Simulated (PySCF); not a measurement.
Consider `O=[PH]1CC=CC1` (C4H7OP). Numbering: `[O:1]=[PH:2]1[CH2:3][CH:4]=[CH:5][CH2:6]1`

Energies: PBE0-D3(BJ)/ma-def2-TZVP (PySCF, density fitting, integration grid level 2) on PBE0-D3(BJ)/def2-SVP structures. Thermal corrections: GFN2-xTB frequencies, unscaled, ideal gas at 298.15 K and 1 bar, quasi-RRHO entropy. These were taken at the GFN2-xTB minima.

What are the vertical and the adiabatic ionisation energy for forming the radical cation?

9.79 eV vertical and 9.25 eV adiabatic, the latter with zero-point energy.

Where does the unpaired spin of the relaxed radical cation sit?

C5 (alkene carbon) 0.36, O1 (oxygen on the pnictogen) 0.27, C3 (allylic carbon) 0.16, C4 (alkene carbon) 0.14 (intrinsic atomic orbital populations). This structure is symmetry-broken (see the note below).

What oxidation potential follows in dichloromethane (IEF-PCM), given that Fc+/Fc comes at 4.56 V absolute with this functional and basis?

In the gas phase ΔG of oxidation is 9.225 eV, and solvation is -34.4 kJ/mol for the parent and -250.7 kJ/mol for the product, so the absolute potential is 6.98 V, or 2.43 V against Fc+/Fc. Fc+/Fc in dichloromethane, 4.56 V, is PBE0-D3(BJ)/ma-def2-TZVP on PBE0-D3(BJ)/def2-SVP structures with GFN2-xTB thermal terms. Benchmark calculations put it near 5.0 V in acetonitrile and DMSO, so it is about 0.4 V low, and the value against it can read up to that much too high. The solvent is electrostatics only, on gas-phase structures; the absolute scale refers to an electron at rest in vacuum.

How far is −ε(HOMO) from the vertical value by ΔSCF?

−ε(HOMO) = 7.69 eV, which is 2.10 eV below the ΔSCF value.

Note: C4 and C5 are equivalent in the parent, but the relaxed radical cation is symmetry-broken (Cs to C1), which is often an artefact of the method; its spin populations, distances and adiabatic value belong to that structure.

Differences come from unrounded values, so a last digit can differ from that of the printed terms.
